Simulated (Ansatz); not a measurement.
# hcp Ru

Level of theory: r²SCAN (PAW; Ansatz, an electronic-structure program).

Run with plane-wave cutoff 560 eV, 24×24×14 k mesh (along the axes of the cell as run), Fermi–Dirac smearing 0.05 eV, no spin polarisation, scalar-relativistic PAW data made under PBE.

Cell (relaxed at this level):

```cif
data_Ru2
_chemical_formula_sum 'Ru2'
_space_group_name_H-M_alt 'P 1'
_space_group_IT_number 1
_cell_length_a 2.70425
_cell_length_b 2.70425
_cell_length_c 4.26130
_cell_angle_alpha 90.000
_cell_angle_beta 90.000
_cell_angle_gamma 120.000
loop_
_space_group_symop_operation_xyz
  'x, y, z'
loop_
_atom_site_label
_atom_site_type_symbol
_atom_site_fract_x
_atom_site_fract_y
_atom_site_fract_z
_atom_site_occupancy
Ru1 Ru 0.33333 0.66667 0.25000 1
Ru2 Ru 0.66667 0.33333 0.75000 1
```

| Quantity | Value |
|---|---|
| bulk modulus | 337 GPa |
| band gap | zero (no gap) |
| pressure derivative B′ of the bulk modulus | 4.8 |

Measured, for comparison: bulk modulus 318 GPa (zero-point energy and finite temperature contributions removed, our sources range from 318 to 336; as tabulated in doi:10.1021/acs.jctc.3c00612). Computed (rounded) less measured: bulk modulus +6 % (+0.3 % to +6 % over the range).

Note: the bulk modulus comes from volumes at which shape and atoms were relaxed.

Spin–orbit coupling is not included.

The computed numbers hold no vibrational or temperature effects.
